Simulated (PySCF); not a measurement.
Potential energy surface of H2O2, singlet: torsion, other coordinates relaxed. Scanned: dihedral. Other coordinates (O-O length, H-O-O angle, O-H length) were minimised at B3LYP/def2-TZVP.

Method: CCSD(T) on RHF/cc-pVTZ, 2 core orbitals frozen run with PySCF.

Scanned values (°): 0, 15, 30, 45, 60, 75, 90, 105, 120, 135, 150, 165, 180.

Q: At which scan points does the profile have its minima and maxima, and how high do they lie?

A: Lower than their neighbours: 120° (0.00 kcal/mol). Higher than their neighbours: 0° (7.39 kcal/mol, end of the scan), 180° (1.02 kcal/mol, end of the scan). The whole profile spans 7.39 kcal/mol.
